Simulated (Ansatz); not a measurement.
# BH3O: the cost of one run

Method: RKS r2SCAN-D4/def2-mTZVP, in Ansatz 0.2.0.

### 1 Starting point

Bond lengths: B1–O3 1.610 Å, O3–H4 1.010 Å, B1–H5 1.190 Å. Angles: B1–O3–H4 106.4°, O3–B1–H5 155.0°.

Structure file:

```xyz
5

B     0.0000    0.0000    0.0000
H     0.7099    0.0000    1.1951
O     1.6038    0.0000    0.1408
H     1.9037   -0.9519   -0.0141
H    -1.0305    0.0000   -0.5950
```

### 2 A restrained relaxation towards end A

Springs on the bonds that form and break draw the guess towards this end; the thresholds are loose.

Contents of input.yaml:

```yaml
crystal:
  periodic: [false, false, false]
  atoms:
    - { symbol: B, position_ang: [0.0, 0.0, 0.0] }
    - { symbol: H, position_ang: [0.7099, 0.0, 1.1951] }
    - { symbol: O, position_ang: [1.6038, 0.0, 0.1408] }
    - { symbol: H, position_ang: [1.9037, -0.9519, -0.0141] }
    - { symbol: H, position_ang: [-1.0305, 0.0, -0.595] }
basis:
  gaussian: { orbitals: def2-mTZVP }
hamiltonian:
  xc: r2scan
  dispersion: d4
relax:
  f_tol: 0.15
  max_steps: 25
  restrain:
    - { distance: [1, 2], at: 2.21, k: 30.0 }
    - { distance: [0, 1], at: 1.19, k: 30.0 }
    - { distance: [0, 2], at: 1.41, k: 30.0 }
```

Run with:

```sh
$ ansatz run input.yaml --threads 1 --pin off --max-ram 2048MiB --backend cpu --events-out ev --progress --plain --runs-dir out
```

What time and memory should one allow on 1 thread of Arm Neoverse V1, shared host?

About 14 s, with a peak of 0.11 GiB.
